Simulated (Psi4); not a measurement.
**AlHCl2 (SMILES [H][Al]([Cl])[Cl]) at 3 levels**

Wanted: a comparison of 3 runs (HF/cc-pVDZ, TPSS/6-31G**, SCS-MP2/pcSseg-2) of AlHCl2. 

Program for the calculation: Psi4 1.11.

2 further runs of the same task are left out: 1 that didn't finish, 1 set aside as unsound or not needed.

## Step 1: The molecule

AlHCl2: 4 atoms, total charge 0, spin state singlet. SMILES: `[H][Al]([Cl])[Cl]`. The shape comes from GFN2-xTB, which is rough for such elements, and wasn't checked as a minimum.

Bond lengths: Al1–Cl2 2.022 Å, Al1–Cl3 2.023 Å, Al1–H4 1.522 Å. Angles: Cl2–Al1–Cl3 124.1°, Cl2–Al1–H4 118.0°, Cl3–Al1–H4 117.9°.

## Step 2: Energy and gradient at HF/cc-pVDZ (run 1)

job.json reads:

```json
{
 "schema_name": "qcschema_input",
 "schema_version": 1,
 "molecule": {
  "schema_name": "qcschema_molecule",
  "schema_version": 2,
  "symbols": ["Al", "Cl", "Cl", "H"],
  "geometry": [-0.09023442, -0.15242531, -0.00079368, 3.72625646, -0.34506399, 0.02698529, -2.07053512, 3.11784024, -0.02991436, -1.56546802, -2.62035094, 0.00374166],
  "molecular_charge": 0,
  "molecular_multiplicity": 1,
  "fix_symmetry": "c1"
 },
 "driver": "gradient",
 "model": {
  "method": "scf",
  "basis": "cc-pVDZ"
 },
 "keywords": {
  "puream": true,
  "e_convergence": 1e-09,
  "d_convergence": 1e-08,
  "scf_type": "pk",
  "scf_properties": ["LOWDIN_CHARGES", "WIBERG_LOWDIN_INDICES", "DIPOLE"]
 }
}
```

The run is started by

```bash
$ psi4 --qcschema job.json -n 1 --memory 1600MB
```

stdout:

```text
[...]
  Running in c1 symmetry.
[...]
  Nuclear repulsion =  168.858064394059824
[...]
  Multiplicity = 1
[...]
  Nalpha       = 24
  Nbeta        = 24
[...]
    Number of basis functions: 59
[...]
   @RHF iter   1: -1161.62152409701116   -3.85966e-01   3.04601e-03 DIIS/ADIIS
[...]
   @RHF iter  10: -1161.64222505064163   -1.81899e-12   2.92041e-09 DIIS
[...]
    Orbital Energies [Eh]
    ---------------------
    Doubly Occupied:
       1A   -104.828862     2A   -104.828758     3A    -58.544667
       4A    -10.559593     5A    -10.559461     6A     -8.026501
       7A     -8.026367     8A     -8.024243     9A     -8.024114
      10A     -8.024004    11A     -8.023875    12A     -4.960509
      13A     -3.275522    14A     -3.274592    15A     -3.272743
      16A     -1.108554    17A     -1.094256    18A     -0.613269
      19A     -0.536825    20A     -0.520821    21A     -0.497067
      22A     -0.478270    23A     -0.470825    24A     -0.455756
[...]
  @RHF Final Energy: -1161.64222505064163
   => Energetics <=
    Nuclear Repulsion Energy =            168.8580643940598236
    One-Electron Energy =               -1944.9416684323716709
    Two-Electron Energy =                 614.4413789876700775
    Total Energy =                      -1161.6422250506418550
[...]
 Multipole Moments:
 ------------------------------------------------------------------------------------
     Multipole            Electronic (a.u.)      Nuclear  (a.u.)        Total (a.u.)
 ------------------------------------------------------------------------------------
 L = 1.  Multiply by 2.5417464519 to convert [e a0] to [Debye]
 Dipole X            :          0.8622574           -1.0041961           -0.1419387
 Dipole Y            :          1.4388279           -1.6807464           -0.2419185
 Dipole Z            :         -0.0035969            0.0024832           -0.0011137
 Magnitude           :                                                    0.2804860
[...]
  -Total Gradient:
     Atom            X                  Y                   Z
    ------   -----------------  -----------------  -----------------
       1        0.014542170415     0.023605664647    -0.000060782382
       2       -0.038152659033    -0.001588025835    -0.000239654155
       3        0.016469498291    -0.033986381453     0.000295417742
       4        0.007140990346     0.011968742642     0.000005018795
[...]
```

The result, in JSON:

```text
{
 "driver": "gradient",
 "model": {
  "method": "scf",
  "basis": "cc-pVDZ"
 },
 "success": true,
 "return_result": [0.014542170415045932, 0.023605664647401735, -6.078238179657846e-05, -0.03815265903329415, -0.0015880258353390062, -0.00023965415541897473, 0.016469498291243723, -0.03398638145342159, 0.00029541774232227057, 0.007140990345579953, 0.011968742641768781, 5.018795110954045e-06],
 "properties": {
  "calcinfo_nbasis": 59,
  "calcinfo_nmo": 59,
  "calcinfo_nalpha": 24,
  "calcinfo_nbeta": 24,
  "calcinfo_natom": 4,
  "nuclear_repulsion_energy": 168.85806439405982,
  "return_energy": -1161.6422250506416,
  "return_gradient": [0.014542170415045932, 0.023605664647401735, -6.078238179657846e-05, -0.03815265903329415, -0.0015880258353390062, -0.00023965415541897473, 0.016469498291243723, -0.03398638145342159, 0.00029541774232227057, 0.007140990345579953, 0.011968742641768781, 5.018795110954045e-06],
  "scf_one_electron_energy": -1944.9416684323717,
  "scf_two_electron_energy": 614.4413789876701,
  "scf_dipole_moment": [-0.14193871094249433, -0.24191851424640043, -0.001113694194039009],
  "scf_total_energy": -1161.6422250506416,
  "scf_total_gradient": [0.014542170415045932, 0.023605664647401735, -6.078238179657846e-05, -0.03815265903329415, -0.0015880258353390062, -0.00023965415541897473, 0.016469498291243723, -0.03398638145342159, 0.00029541774232227057, 0.007140990345579953, 0.011968742641768781, 5.018795110954045e-06],
  "scf_iterations": 10
 }
}
```

Run time: 47 s. Hardware: 1 thread of Intel Xeon Platinum 8488C (Sapphire Rapids), shared host; peak memory 0.29 GiB.

## Step 3: A single-point energy at TPSS/6-31G(d,p) (spherical functions) (run 2)

input.json reads:

```json
{
  "schema_name": "qcschema_input",
  "schema_version": 1,
  "molecule": {
    "schema_name": "qcschema_molecule",
    "schema_version": 2,
    "symbols": ["Al", "Cl", "Cl", "H"],
    "geometry": [-0.09023442, -0.15242531, -0.00079368, 3.72625646, -0.34506399, 0.02698529, -2.07053512, 3.11784024, -0.02991436, -1.56546802, -2.62035094, 0.00374166],
    "molecular_charge": 0,
    "molecular_multiplicity": 1,
    "fix_symmetry": "c1"
  },
  "driver": "energy",
  "model": {
    "method": "tpss",
    "basis": "6-31G**"
  },
  "keywords": {
    "reference": "rks",
    "puream": true,
    "e_convergence": 1e-09,
    "d_convergence": 1e-08,
    "scf_type": "pk",
    "dft_radial_points": 99,
    "dft_spherical_points": 590,
    "scf_properties": ["DIPOLE", "MULLIKEN_CHARGES", "WIBERG_LOWDIN_INDICES"]
  }
}
```

The run is started by

```bash
$ psi4 --qcschema input.json -n 1 --memory 1600MB
```

stdout:

```text
[...]
  Running in c1 symmetry.
[...]
  Nuclear repulsion =  168.858064394059824
[...]
  Multiplicity = 1
[...]
  Nalpha       = 24
  Nbeta        = 24
[...]
    Number of basis functions: 59
[...]
   @RKS iter   1: -1163.48857217490013   -9.26473e-02   5.65172e-03 ADIIS/DIIS
[...]
   @RKS iter  10: -1163.56029884228769    2.27374e-13   7.89977e-09 DIIS
[...]
    Orbital Energies [Eh]
    ---------------------
    Doubly Occupied:
       1A   -100.988122     2A   -100.988019     3A    -55.679327
       4A     -9.244346     5A     -9.244223     6A     -7.020519
       7A     -7.020397     8A     -7.016773     9A     -7.016649
      10A     -7.015580    11A     -7.015457    12A     -4.037936
      13A     -2.611182    14A     -2.606558    15A     -2.602973
      16A     -0.779993    17A     -0.768483    18A     -0.422375
      19A     -0.361827    20A     -0.343244    21A     -0.326473
      22A     -0.310572    23A     -0.301789    24A     -0.295868
[...]
  @RKS Final Energy: -1163.56029884228769
   => Energetics <=
    Nuclear Repulsion Energy =            168.8580643940598236
    One-Electron Energy =               -1945.2618382753935293
    Two-Electron Energy =                 688.5692436938595620
    DFT Exchange-Correlation Energy =     -75.7257686548135212
    Empirical Dispersion Energy =           0.0000000000000000
    VV10 Nonlocal Energy =                  0.0000000000000000
    Total Energy =                      -1163.5602988422876933
[...]
 Multipole Moments:
 ------------------------------------------------------------------------------------
     Multipole            Electronic (a.u.)      Nuclear  (a.u.)        Total (a.u.)
 ------------------------------------------------------------------------------------
 L = 1.  Multiply by 2.5417464519 to convert [e a0] to [Debye]
 Dipole X            :          0.8744695           -1.0041961           -0.1297265
 Dipole Y            :          1.4595257           -1.6807464           -0.2212207
 Dipole Z            :         -0.0034020            0.0024832           -0.0009188
 Magnitude           :                                                    0.2564535
[...]
  Mulliken Charges: (a.u.)
   Center  Symbol    Alpha    Beta     Spin     Total
       1    AL     6.26295  6.26295  0.00000  0.47411
       2    CL     8.59671  8.59671  0.00000 -0.19341
       3    CL     8.59707  8.59707  0.00000 -0.19414
       4     H     0.54328  0.54328  0.00000 -0.08656
   Total alpha = 24.00000, Total beta = 24.00000, Total charge =  0.00000
  Wiberg Bond Indices using Orthogonal Lowdin Orbitals:
[...]
```

The result, in JSON:

```text
{
 "driver": "energy",
 "model": {
  "method": "tpss",
  "basis": "6-31G**"
 },
 "success": true,
 "return_result": -1163.5602988422877,
 "properties": {
  "calcinfo_nbasis": 59,
  "calcinfo_nmo": 59,
  "calcinfo_nalpha": 24,
  "calcinfo_nbeta": 24,
  "calcinfo_natom": 4,
  "nuclear_repulsion_energy": 168.85806439405982,
  "return_energy": -1163.5602988422877,
  "scf_one_electron_energy": -1945.2618382753935,
  "scf_two_electron_energy": 688.5692436938596,
  "scf_xc_energy": -75.72576865481352,
  "scf_dipole_moment": [-0.12972654461723243, -0.22122067803323664, -0.0009187851649358359],
  "scf_total_energy": -1163.5602988422877,
  "scf_iterations": 10
 }
}
```

It took 18 s on 1 thread of Intel Xeon Platinum 8488C (Sapphire Rapids), shared host; peak memory 0.97 GiB.

## Step 4: The energy at SCS-MP2/pcSseg-2 (run 3)

job.in reads:

```
memory 1600 MB

molecule {
  Al
  Cl 1 R2
  Cl 1 R3 2 A3
  H 1 R4 2 A4 3 D4

  R2 = 2.022225
  R3 = 2.023165
  A3 = 124.08814
  R4 = 1.52151
  A4 = 117.97825
  D4 = -179.9215
  units angstrom
}

set reference rhf
set scf_type pk
set mp2_type df
set screening csam
set e_convergence 1e-10

energy_value, wavefunction = energy('scs-mp2/pcSseg-2', return_wfn=True)
print_variables()
```

The run is started by

```bash
$ psi4 -i job.in -o job.out -n 1
```

job.out:

```text
[...]
  Running in c1 symmetry.
[...]
  Nuclear repulsion =  168.858061372534621
[...]
  Multiplicity = 1
[...]
  Nalpha       = 24
  Nbeta        = 24
[...]
    Number of basis functions: 143
[...]
   @RHF iter   1: -1161.66358059947015   -4.51230e-01   2.08821e-03 ADIIS/DIIS
[...]
   @RHF iter  10: -1161.68830010122610   -8.86757e-12   3.80302e-09 DIIS
[...]
    Orbital Energies [Eh]
    ---------------------
    Doubly Occupied:
       1A   -104.838149     2A   -104.838034     3A    -58.526849
       4A    -10.561391     5A    -10.561258     6A     -8.029898
       7A     -8.029765     8A     -8.029082     9A     -8.028988
      10A     -8.028951    11A     -8.028857    12A     -4.941525
      13A     -3.257393    14A     -3.256723    15A     -3.255075
      16A     -1.107472    17A     -1.093511    18A     -0.611710
      19A     -0.536864    20A     -0.521214    21A     -0.498978
      22A     -0.480986    23A     -0.473952    24A     -0.459436
[...]
  @RHF Final Energy: -1161.68830010122610
   => Energetics <=
    Nuclear Repulsion Energy =            168.8580613725346211
    One-Electron Energy =               -1945.1006000787165249
    Two-Electron Energy =                 614.5542386049556853
    Total Energy =                      -1161.6883001012261047
[...]
 Multipole Moments:
 ------------------------------------------------------------------------------------
     Multipole            Electronic (a.u.)      Nuclear  (a.u.)        Total (a.u.)
 ------------------------------------------------------------------------------------
 L = 1.  Multiply by 2.5417464519 to convert [e a0] to [Debye]
 Dipole X            :          0.0030460           -0.0017603            0.0012857
 Dipole Y            :          1.4506678           -1.7292551           -0.2785873
 Dipole Z            :          0.7728364           -0.9181488           -0.1453124
 Magnitude           :                                                    0.3142105
[...]
	SCS-MP2 Total Energy (a.u.)        : -1162.53603296652159
	SOS-MP2 Total Energy (a.u.)        : -1162.52338751949856
	SCSN-MP2 Total Energy (a.u.)       : -1162.09424202831224
[...]
	SOS-PI-MP2 Total Energy (a.u.)     : -1162.58762501321189
[...]
	MP2 Total Energy (a.u.)            : -1162.56132386056697
[...]
```

Run time: 26 s. Hardware: 1 thread of Intel Xeon Platinum 8488C (Sapphire Rapids), shared host; peak memory 1.1 GiB.

## Step 5: The series

```csv
run,level,task,integration grid,energy (Eh),dipole moment (D),HOMO energy (eV),LUMO energy (eV),wall time
1,HF/cc-pVDZ,gradient,–,-1161.642225,0.71,-12.40,1.61,47 s
2,TPSS/6-31G** (spherical functions),energy,99 radial × 590 angular,-1163.560299,0.65,-8.05,-1.90,18 s
3,SCS-MP2/pcSseg-2,energy,–,-1162.536033,–,-12.50,1.27,26 s
```

## Step 6: What came out

| quantity | value |
| --- | --- |
| run 3: total energy | -1162.53603 Eh |
| run 3: HOMO energy (Hartree–Fock orbitals) | -12.50 eV |
| run 3: LUMO energy (Hartree–Fock orbitals) | 1.27 eV |
| run 3: HOMO–LUMO gap (Hartree–Fock orbitals) | 13.77 eV |
| run 3: correlation energy | -847.7 mEh |

All runs together took 90 s, the longest 47 s.
